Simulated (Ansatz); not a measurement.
Reaction (substitution at a C–O bond): `NCC(O)(F)F` + H–F → `NCC(F)(F)F` + H₂O

Calculated with Ansatz (gas phase, PBE0-D4/def2-TZVP geometries, no zero-point term in ΔE). CBS: MP2 limit from def2 TZ/QZ plus the TZ coupled-cluster correction, frozen cores. This one scheme is used for every species. DFT in def2-TZVPP. B3LYP here is the variant with VWN-RPA as its local correlation; programs differ in this. HSE06 is defined as in plane-wave codes. One conformer a species, not always the lowest.

**Question.** Is it downhill or uphill in electronic energy at CCSD(T)/CBS, and by how much? (An estimate is asked.)

**Answer.** Ansatz gave: Uphill: ΔE = +18.1 kJ/mol.

**Question.** What do these levels give: PBE-D4, HSE06-D4, BHLYP-D4, BLYP, PBE0, B3LYP, HSE06, LC-ωPBE, RPA@PBE/def2-TZVPP, CCSD/def2-TZVPP, CCSD(T)/def2-TZVPP, SCS-MP2/def2-QZVPP? (An estimate is asked.)

**Answer.** Computed: PBE-D4 19.5, HSE06-D4 18.6, BHLYP-D4 13.1, BLYP 11.0, PBE0 16.9, B3LYP 11.8, HSE06 16.9, LC-ωPBE 16.9, RPA@PBE/def2-TZVPP 15.7, CCSD/def2-TZVPP 15.9, CCSD(T)/def2-TZVPP 18.4, SCS-MP2/def2-QZVPP 16.9 kJ/mol.

Largest T1 diagnostic among the species: 0.011.

Leaving LDA and LC-ωPBE aside and taking each functional with its dispersion term where it has one, the values, not all of them listed here, spread over 10.2 kJ/mol, from B97M-V to revPBE-D4. LDA lies +10.6 kJ/mol from PBE without D4. In def2-TZVPP, CCSD(T) changes the Hartree–Fock value by +17.0 kJ/mol (the triples alone add +2.5 kJ/mol) and MP2 by +20.9 kJ/mol.
